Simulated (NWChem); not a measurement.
# fluoromethane (CH$_{3}$F); SMILES CF

```xyz
5

C      0.0000     0.0000    -0.6018
F      0.0000     0.0000     0.7616
H      0.7326     0.7326    -0.9796
H      0.2681    -1.0007    -0.9796
H     -1.0007     0.2681    -0.9796
```
Atoms are numbered in this order, from 1.

Level: PBE0/def2-SVP (NWChem), optimised geometry, unscaled harmonic frequencies. 

### Question
List the harmonic frequencies with IR intensities, and the thermochemistry.

### Answer
```json
[
 {"frequency (cm⁻¹)": "1141", "IR intensity (km/mol)": "103.2"},
 {"frequency (cm⁻¹)": "1200", "IR intensity (km/mol)": "0.8"},
 {"frequency (cm⁻¹)": "1200", "IR intensity (km/mol)": "0.8"},
 {"frequency (cm⁻¹)": "1469", "IR intensity (km/mol)": "3.3"},
 {"frequency (cm⁻¹)": "1469", "IR intensity (km/mol)": "3.3"},
 {"frequency (cm⁻¹)": "1493", "IR intensity (km/mol)": "7.0"},
 {"frequency (cm⁻¹)": "3038", "IR intensity (km/mol)": "29.4"},
 {"frequency (cm⁻¹)": "3138", "IR intensity (km/mol)": "36.1"},
 {"frequency (cm⁻¹)": "3138", "IR intensity (km/mol)": "36.1"}
]
```

The zero-point energy is 24.7 kcal/mol, the thermal correction to the enthalpy at 298.15 K (with zero-point energy) comes out as 27.1 kcal/mol and the heat capacity Cv comes out as 6.9 cal/(mol K). The entropy at 298.15 K and 1 atm (symmetry number 3) comes out as 53.1 cal/(mol K) and the dipole moment is 1.74 D.

Rigid rotor and harmonic oscillator.
